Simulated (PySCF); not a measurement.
CH2O, SMILES O=C.

Geometry optimised at r2SCAN-D4/def2-TZVPD.

Lowest vertical singlet excitation by several levels in PySCF, with rough processor times relative to the cheapest run on one machine. Each run also gave further roots (ADC and EOM-CCSD ionised and attached states too); roots are paired by order and the bases differ. EOM-CCSD serves as a yardstick, not as the true value; all levels that ended soundly for this molecule are listed, with differences from unrounded values.

| level | relative cost |
|---|---|
| TDA-PBE/def2-TZVPD | 1 |
| ADC(2)/aug-cc-pVDZ | 2 |
| TDA-CAM-B3LYP/def2-TZVPD | 2 |
| EOM-CCSD/aug-cc-pVDZ | 4 |

Computed S1 at each level and its distance from EOM-CCSD:
```csv
level,S1 (eV),S1 minus EOM-CCSD (eV)
TDA-PBE/def2-TZVPD,3.88,-0.19
ADC(2)/aug-cc-pVDZ,3.98,-0.10
TDA-CAM-B3LYP/def2-TZVPD,4.01,-0.07
EOM-CCSD/aug-cc-pVDZ,4.08,0.00
```
